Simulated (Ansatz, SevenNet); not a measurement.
For rock-salt HfC, the machine-learned potential SevenNet-0 (trained on PBE and PBE+U data) gives:

```
Property                      Value
-------------------------  --------
lattice constant a          4.650 Å
TO(Γ) frequency            358 cm⁻¹
elastic constant C11        539 GPa
elastic constant C44        121 GPa
polycrystal shear modulus   152 GPa
```

### Question
What does r²SCAN+SOC in Ansatz (PAW) give for the same quantities?

### Answer

- lattice constant a: 4.637 Å (decreases by 0.3 %)
- zone-centre TO phonon frequency: 422 cm⁻¹ (grows by 18 %)
- elastic constant C11: 517 GPa (shrinks by 4.1 %)
- elastic constant C44: 189 GPa (goes up by 56 %)
- Voigt–Reuss–Hill shear modulus: 195 GPa (rises by 28 %)

For comparison: lattice constant a 4.638 Å (measured, temperature not stated, not corrected to a static lattice; as tabulated in Zhang et al. (2018), doi:10.1088/1367-2630/aac7f0); elastic constant C11 500 GPa (measured, temperature not stated, not corrected to a static lattice; as tabulated in Wu et al. (2005), arXiv:cond-mat/0412374); elastic constant C44 180 GPa (measured, temperature not stated, no zero-point or thermal correction; as tabulated in Wu et al. (2005), arXiv:cond-mat/0412374).

Changes are worked out from the printed values.

Unless a cell is named, each level is at its own relaxed cell (SevenNet-0 12.57, r²SCAN+SOC 12.46 Å³/atom).

Levels without +SOC leave out spin–orbit coupling, which shifts energies and cells of such heavy elements.

Ansatz's density-functional and Hartree–Fock values are scalar-relativistic unless marked +SOC, with PAW data made under PBE.

Ansatz is a program for electronic structure.
